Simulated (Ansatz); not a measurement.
Isomers

Structures of BSi2H5, singlet, relaxed at PBE0-D4/def2-TZVP (vibrations not checked; lower isomers may exist, and structures with a doubtful reference or unclear bonds are left out). Computed with Ansatz 0.2.0 (basis: def2-TZVPP); correlated methods freeze the cores. B3LYP uses VWN-RPA correlation.

(1) Rank them by CCSD(T) energy, lowest first, and give each one's height above the lowest. Links in brackets join atoms within 1.22 times the sum of their covalent radii (1.1 for two metals). (Judge from chemistry; the value comes from the calculation.)
A.
BSi₂H₅ ([SiH2][Si]1[H][BH2]1)
```
8
angstrom
Si -0.7565 1.1381 -1.5368
B 0.5112 -1.2759 1.1266
Si -0.6393 0.0373 0.3625
H -2.1204 1.6792 -1.7872
H 0.2619 2.2107 -1.7076
H 0.8358 -2.2124 0.4624
H 0.6815 -1.2149 2.3060
H 1.0339 -0.1514 0.5666
```
B.
BSi₂H₅ ([SiH2][B][SiH3])
```
8
angstrom
Si -0.8762 1.4196 -1.3141
B -0.2002 0.1621 -0.1676
Si 0.6432 -1.1395 1.0421
H -2.3153 1.4749 -1.6511
H -0.0090 2.4350 -1.9499
H 0.5274 -2.5481 0.5780
H 0.1475 -1.0606 2.4422
H 2.0826 -0.7434 1.0204
```
C.
BSi₂H₅ ([BH2][SiH][SiH2])
```
8
angstrom
B 0.9685 -1.2356 0.6852
Si 0.4914 0.6156 0.3598
Si -1.2469 0.8877 -0.8890
H -1.9749 -0.2860 -1.4232
H -1.8535 2.1721 -1.3144
H 1.1663 1.8386 0.8572
H 1.9019 -1.5639 1.3534
H 0.2768 -2.0689 0.1797
```

(2) Do PBE-D4, r2SCAN-D4, PBE0-D4, B3LYP-D4, wB97M-V, HF, MP2 give the same order? (Judge from chemistry; the calculation decides.)

The T1 diagnostic stays at or below 0.019. The restricted Hartree–Fock reference is unstable towards an unrestricted one at one or more of these structures. A large double-excitation amplitude points to some diradical character; no triplet was computed.

For scale, one of the runs: CCSD(T)/def2-TZVPP, 185 basis functions, launched by `ansatz run in.yaml --threads 2 --pin off --events-out ev --progress --plain --max-ram 4352MiB`. Time: 26 s of wall clock on 2 CPU threads of an Arm Neoverse V2; the host was shared. Peak host memory: 1.7 GiB.

Results:

(1) Computed: C (0.000 eV), A (0.498 eV), B (0.846 eV). Heights count from the lowest.

(2) The calculation gives: Lowest first: HF C < B < A. The others agree with CCSD(T).
